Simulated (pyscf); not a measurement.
# Routes from AsH₃ + GeH₂ [singlet]

Candidate steps break at most two bonds and form at most two. Each was searched with GFN2-xTB (tblite) first. Single points on ωB97X-D3(BJ)/def2-SVP structures (PySCF, gas phase). Energies: ωB97M-D3(BJ)/def2-TZVP, kJ/mol, from the separated reactants, singlet surface; ΔG‡ with ideal gas, 1 atm, RRHO with modes under 100 cm⁻¹ raised to 100, one conformer, R ln 2 for chiral ones without a mode under 150 cm⁻¹.

```csv
products,type,ΔE‡,ΔE,ΔG‡ 298 K,ΔG‡ 900 K,ν‡ (cm⁻¹)
H₃Ge–AsH₂,insertion,23.3,-191.5,66.9,148.3,695i
H₂Ge=AsH + H₂,concerted two-bond exchange,96.1,-57.6,135.2,211.4,574i
```

Row 1: On the reactant side the descent ends in an adduct with a As–Ge contact, 36.3 kJ/mol under the separated species and 36.5 kJ/mol under the saddle at ωB97X-D3(BJ)/def2-TZVP. Row 2: On the reactant side the descent ends in an adduct with a As–Ge contact, 36.3 kJ/mol under the separated species and 114.4 kJ/mol under the saddle at ωB97X-D3(BJ)/def2-TZVP. 

Plain bond fissions and candidates not yet searched are not listed, and one of them may be faster. Each barrier is that of the saddle found; lower ones may exist. Elements up to Kr have no core potential and no relativistic terms here.
